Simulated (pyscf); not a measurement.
Thermochemistry of product channels of `[CH3][Si][Cl]` [singlet] + `[Cl]` [doublet] on the doublet surface, in kcal/mol, from ωB97M-D3(BJ)/def2-TZVP energies (ideal gas, 1 atm, RRHO with modes under 100 cm⁻¹ raised to 100, one conformer, R ln 2 for rigid chiral ones). Optimised with ωB97X-D3(BJ)/def2-SVP in PySCF.

```csv
products,ΔE,ΔH(298 K),ΔG(298 K),ΔG(600 K)
`[CH2][SiH]([Cl])[Cl]` [doublet],-65.7,-67.1,-58.8,-50.6
`[CH2]` [triplet] + `[Cl][SiH][Cl]` [doublet],+39.6,+34.7,+32.0,+29.3
`[CH2]=[Si]([Cl])[Cl]` + `[H]` [doublet],+0.2,-4.7,-2.7,-1.1
`[Cl][CH2][SiH][Cl]` [doublet],-33.2,-33.4,-24.5,-15.4
`[CH2]=[SiH]` [doublet] + `[Cl][Cl]`,+66.1,+62.8,+61.2,+59.7
`[CH2][Cl]` [doublet] + `[SiH][Cl]` [singlet],+18.9,+15.1,+11.9,+8.7
`[CH3][Si]([Cl])[Cl]` [doublet],-77.6,-76.4,-67.8,-59.1
`[CH3]` [doublet] + `[Cl][Si][Cl]` [singlet],-28.4,-30.9,-32.4,-34.0
```

The channel to Cl–CH₂–SiH•–Cl turns unfavourable between 298 and 1200 K (ΔG from -24.5 kcal/mol to +2.5 kcal/mol).

These are energies of the channels, which say nothing of barriers. Left out: orbital degeneracy and the spin-orbit lowering of Cl.
